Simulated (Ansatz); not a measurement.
# Isomers

Structures of AlSiH$_{4}$O, doublet, relaxed at PBE0-D4/def2-TZVP (vibrations not checked; lower isomers may exist, and structures with a doubtful reference or unclear bonds are left out). Ansatz 0.2.0; basis: def2-TZVPP; cores frozen in the correlated methods; orbitals are unrestricted. B3LYP uses VWN-RPA correlation.

**Question.** Rank them by CCSD(T) energy, lowest first, and give each one's height above the lowest. Links in brackets join atoms within 1.22 times the sum of their covalent radii (1.1 for two metals). (Judge from chemistry; the value comes from the calculation.)
A.
AlSiH₄O ([AlH2][O][SiH2])
```
7
angstrom
Al 1.5635 0.1070 0.4899
O -0.0386 -0.0106 -0.0248
Si -1.4753 -0.4406 -0.6551
H -1.9167 0.5886 -1.6440
H -2.4879 -0.5529 0.4377
H 1.9734 1.4044 1.2888
H 2.5472 -1.0783 0.1438
```
B.
AlSiH₄O ([OH][AlH][SiH2])
```
7
angstrom
O -1.9762 -0.3382 -0.7554
Si 1.1235 0.2078 0.8820
Al -0.3170 -0.0825 -0.9955
H -2.3971 -0.3774 0.1013
H 0.2063 -0.0475 -2.4819
H 2.5885 0.4359 0.7902
H 0.6899 0.1839 2.3039
```
C.
AlSiH₄O ([AlH][O][SiH3])
```
7
angstrom
O -0.0869 -0.0826 0.0936
Si -1.2191 0.2728 -1.0196
Al 1.0395 -0.0654 1.3528
H -0.6690 0.0629 -2.3849
H -2.4031 -0.6075 -0.8354
H -1.6548 1.6902 -0.8939
H 1.8017 -1.4538 1.6319
```
D.
a complex of AlSiH₂O ([O][Al][SiH2]) + H₂
```
7
angstrom
O -0.2799 -1.3648 1.3697
Al 0.0328 -0.1854 0.3388
Si 0.3091 1.5936 -1.2459
H -0.9499 -3.5121 3.5175
H -0.7854 -2.9972 2.9964
H 0.7676 2.8840 -0.6712
H 1.0771 1.2385 -2.4665
```

**Answer.** By the calculation: C (0.000 eV), A (0.397 eV), B (1.006 eV), D (3.437 eV). Heights count from the lowest.

**Question.** Do PBE-D4, r2SCAN-D4, PBE0-D4, B3LYP-D4, wB97M-V, HF, MP2 give the same order? (A judgement: the text doesn't fix the answer.)

**Answer.** Computed: All do.

No T1 diagnostic of these runs exceeds 0.028. ⟨S²⟩ of the unrestricted Hartree–Fock references: 0.75 to 0.77 (a pure state has 0.75).

For scale, one of the runs: CCSD(T)/def2-TZVPP, 171 basis functions, launched by `ansatz run in.yaml --threads 2 --pin off --events-out ev --progress --plain --max-ram 4352MiB`. Time: 72 s of wall clock on 2 CPU threads of an Arm Neoverse V1; the host was shared. Peak host memory: 3.2 GiB.
